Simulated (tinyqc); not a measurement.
UHF in the sto-3g basis, for H2O+, spin multiplicity 2, step by step. One step of it, computed by the program tinyqc.

Problem. Iteration 1: building the Fock matrix. J_ij = sum D_kl (ij|kl) with D = D(alpha) + D(beta), K_ij = sum D_kl (ik|jl) for each spin; F = H + J - K(s); E = tr D H + tr D J / 2 - 0.5 sum_s tr D(s) K(s) + E_nn.

D(alpha) at the start, lower triangle:
```
            1O 1s      1O 2s    1O 2px     1O 2py     1O 2pz     2H 1s     3H 1s
1O 1s    1.068135
1O 2s   -0.311215   1.417940
1O 2px   0.000000   0.000000  1.000000
1O 2py   0.000000   0.000000  0.000000   1.205156
1O 2pz  -0.033558   0.212902  0.000000   0.000000   1.122532
2H 1s    0.046838  -0.213438  0.000000  -0.205339  -0.144684  0.078750
3H 1s    0.046838  -0.213438  0.000000   0.205339  -0.144684  0.008777  0.078750
```

D(beta) at the start, lower triangle:
```
            1O 1s      1O 2s    1O 2px     1O 2py     1O 2pz     2H 1s     3H 1s
1O 1s    1.068135
1O 2s   -0.311215   1.417940
1O 2px   0.000000   0.000000  0.000000
1O 2py   0.000000   0.000000  0.000000   1.205156
1O 2pz  -0.033558   0.212902  0.000000   0.000000   1.122532
2H 1s    0.046838  -0.213438  0.000000  -0.205339  -0.144684  0.078750
3H 1s    0.046838  -0.213438  0.000000   0.205339  -0.144684  0.008777  0.078750
```

core Hamiltonian H = T + V (hartree), lower triangle:
```
             1O 1s      1O 2s     1O 2px     1O 2py     1O 2pz      2H 1s      3H 1s
1O 1s   -32.777123
1O 2s    -7.626109  -9.385149
1O 2px    0.000000   0.000000  -7.498652
1O 2py    0.000000   0.000000   0.000000  -7.657484
1O 2pz   -0.022469  -0.259248   0.000000   0.000000  -7.618246
2H 1s    -1.955044  -4.055869   0.000000  -2.046526  -1.871293  -5.293389
3H 1s    -1.955044  -4.055869   0.000000   2.046526  -1.871293  -1.985382  -5.293389
```

Two-electron integrals (ij|kl) in chemists' order, unique and non-zero (hartree):
```
(11|11) 4.785065    (21|11) 0.741380    (21|21) 0.136873    (22|11) 1.118947
(22|21) 0.256633    (22|22) 0.817206    (31|31) 0.024477    (32|31) 0.037809
(32|32) 0.180518    (33|11) 1.115814    (33|21) 0.256684    (33|22) 0.817023
(33|33) 0.880159    (41|41) 0.024477    (42|41) 0.037809    (42|42) 0.180518
(43|43) 0.047444    (44|11) 1.115814    (44|21) 0.256684    (44|22) 0.817023
(44|33) 0.785270    (44|44) 0.880159    (51|51) 0.024477    (52|51) 0.037809
(52|52) 0.180518    (53|53) 0.047444    (54|54) 0.047444    (55|11) 1.115814
(55|21) 0.256684    (55|22) 0.817023    (55|33) 0.785270    (55|44) 0.785270
(55|55) 0.880159    (61|11) 0.191938    (61|21) 0.035104    (61|22) 0.065289
(61|33) 0.065168    (61|41) 0.001210    (61|42) 0.002254    (61|44) 0.065380
(61|51) 0.001050    (61|52) 0.001956    (61|54) 0.000184    (61|55) 0.065328
(61|61) 0.009118    (62|11) 0.436805    (62|21) 0.101305    (62|22) 0.353658
(62|33) 0.347920    (62|41) 0.005688    (62|42) 0.042259    (62|44) 0.357555
(62|51) 0.004936    (62|52) 0.036670    (62|54) 0.008361    (62|55) 0.355175
(62|61) 0.026422    (62|62) 0.184711    (63|31) 0.010959    (63|32) 0.062473
(63|43) 0.008926    (63|53) 0.007745    (63|63) 0.027302    (64|11) 0.227621
(64|21) 0.053509    (64|22) 0.199575    (64|33) 0.190388    (64|41) 0.013617
(64|42) 0.085294    (64|44) 0.213655    (64|51) 0.002307    (64|52) 0.019803
(64|54) 0.012444    (64|55) 0.194466    (64|61) 0.014614    (64|62) 0.126624
(64|64) 0.113192    (65|11) 0.197514    (65|21) 0.046432    (65|22) 0.173178
(65|33) 0.165206    (65|41) 0.002307    (65|42) 0.019803    (65|44) 0.169905
(65|51) 0.012961    (65|52) 0.079656    (65|54) 0.013003    (65|55) 0.184235
(65|61) 0.012681    (65|62) 0.109876    (65|64) 0.074530    (65|65) 0.091973
(66|11) 0.554667    (66|21) 0.130723    (66|22) 0.520198    (66|33) 0.498990
(66|41) 0.010080    (66|42) 0.100807    (66|44) 0.534934    (66|51) 0.008746
(66|52) 0.087473    (66|54) 0.031190    (66|55) 0.526054    (66|61) 0.034453
(66|62) 0.331987    (66|64) 0.260217    (66|65) 0.225799    (66|66) 0.774606
(71|11) 0.191938    (71|21) 0.035104    (71|22) 0.065289    (71|33) 0.065168
(71|41) -0.001210   (71|42) -0.002254   (71|44) 0.065380    (71|51) 0.001050
(71|52) 0.001956    (71|54) -0.000184   (71|55) 0.065328    (71|61) 0.008991
(71|62) 0.025675    (71|64) 0.012893    (71|65) 0.012327    (71|66) 0.033070
(71|71) 0.009118    (72|11) 0.436805    (72|21) 0.101305    (72|22) 0.353658
(72|33) 0.347920    (72|41) -0.005688   (72|42) -0.042259   (72|44) 0.357555
(72|51) 0.004936    (72|52) 0.036670    (72|54) -0.008361   (72|55) 0.355175
(72|61) 0.025675    (72|62) 0.154680    (72|64) 0.072226    (72|65) 0.089684
(72|66) 0.234305    (72|71) 0.026422    (72|72) 0.184711    (73|31) 0.010959
(73|32) 0.062473    (73|43) -0.008926   (73|53) 0.007745    (73|63) 0.022269
(73|73) 0.027302    (74|11) -0.227621   (74|21) -0.053509   (74|22) -0.199575
(74|33) -0.190388   (74|41) 0.013617    (74|42) 0.085294    (74|44) -0.213655
(74|51) -0.002307   (74|52) -0.019803   (74|54) 0.012444    (74|55) -0.194466
(74|61) -0.012893   (74|62) -0.072226   (74|64) -0.011747   (74|65) -0.040828
(74|66) -0.094161   (74|71) -0.014614   (74|72) -0.126624   (74|74) 0.113192
(75|11) 0.197514    (75|21) 0.046432    (75|22) 0.173178    (75|33) 0.165206
(75|41) -0.002307   (75|42) -0.019803   (75|44) 0.169905    (75|51) 0.012961
(75|52) 0.079656    (75|54) -0.013003   (75|55) 0.184235    (75|61) 0.012327
(75|62) 0.089684    (75|64) 0.040828    (75|65) 0.073484    (75|66) 0.149834
(75|71) 0.012681    (75|72) 0.109876    (75|74) -0.074530   (75|75) 0.091973
(76|11) 0.198147    (76|21) 0.046376    (76|22) 0.175318    (76|33) 0.171115
(76|44) 0.174189    (76|51) 0.003578    (76|52) 0.031339    (76|55) 0.180465
(76|61) 0.011999    (76|62) 0.091613    (76|64) 0.053749    (76|65) 0.061274
(76|66) 0.169901    (76|71) 0.011999    (76|72) 0.091613    (76|74) -0.053749
(76|75) 0.061274    (76|76) 0.054561    (77|11) 0.554667    (77|21) 0.130723
(77|22) 0.520198    (77|33) 0.498990    (77|41) -0.010080   (77|42) -0.100807
(77|44) 0.534934    (77|51) 0.008746    (77|52) 0.087473    (77|54) -0.031190
(77|55) 0.526054    (77|61) 0.033070    (77|62) 0.234305    (77|64) 0.094161
(77|65) 0.149834    (77|66) 0.373107    (77|71) 0.034453    (77|72) 0.331987
(77|74) -0.260217   (77|75) 0.225799    (77|76) 0.169901    (77|77) 0.774606
```

nuclear repulsion = 9.67951880 hartree

Give: Coulomb J; exchange K(alpha); exchange K(beta); F(alpha); F(beta); total energy of this density.

Solution.

Coulomb J (hartree), lower triangle:
```
         1O 1s   1O 2s  1O 2px  1O 2py  1O 2pz  2H 1s  3H 1s
1O 1s   17.688
1O 2s    3.334   8.071
1O 2px   0.000   0.000   8.007
1O 2py   0.000   0.000   0.000   8.092
1O 2pz   0.005  -0.009   0.000   0.000   8.093
2H 1s    0.855   3.381   0.000   1.868   1.615  4.748
3H 1s    0.855   3.381   0.000  -1.868   1.615  1.629  4.748
```

exchange K(alpha) (hartree), lower triangle:
```
        1O 1s   1O 2s  1O 2px  1O 2py  1O 2pz  2H 1s  3H 1s
1O 1s   4.931
1O 2s   0.863   1.439
1O 2px  0.000   0.000   1.191
1O 2py  0.000   0.000   0.000   1.185
1O 2pz  0.001  -0.001   0.000   0.000   1.184
2H 1s   0.231   0.533   0.000   0.220   0.189  0.292
3H 1s   0.231   0.533   0.000  -0.220   0.189  0.192  0.292
```

exchange K(beta) (hartree), lower triangle:
```
        1O 1s   1O 2s  1O 2px  1O 2py  1O 2pz  2H 1s  3H 1s
1O 1s   4.907
1O 2s   0.825   1.258
1O 2px  0.000   0.000   0.311
1O 2py  0.000   0.000   0.000   1.137
1O 2pz  0.001  -0.001   0.000   0.000   1.137
2H 1s   0.220   0.471   0.000   0.211   0.181  0.265
3H 1s   0.220   0.471   0.000  -0.211   0.181  0.170  0.265
```

F(alpha) (hartree), lower triangle:
```
          1O 1s   1O 2s  1O 2px  1O 2py  1O 2pz   2H 1s   3H 1s
1O 1s   -20.020
1O 2s    -5.155  -2.753
1O 2px    0.000   0.000  -0.683
1O 2py    0.000   0.000   0.000  -0.750
1O 2pz   -0.018  -0.268   0.000   0.000  -0.710
2H 1s    -1.331  -1.208   0.000  -0.399  -0.446  -0.838
3H 1s    -1.331  -1.208   0.000   0.399  -0.446  -0.548  -0.838
```

F(beta) (hartree), lower triangle:
```
          1O 1s   1O 2s  1O 2px  1O 2py  1O 2pz   2H 1s   3H 1s
1O 1s   -19.996
1O 2s    -5.117  -2.572
1O 2px    0.000   0.000   0.197
1O 2py    0.000   0.000   0.000  -0.703
1O 2pz   -0.018  -0.268   0.000   0.000  -0.662
2H 1s    -1.320  -1.145   0.000  -0.390  -0.438  -0.811
3H 1s    -1.320  -1.145   0.000   0.390  -0.438  -0.526  -0.811
```

total energy of this density = -73.39179 hartree
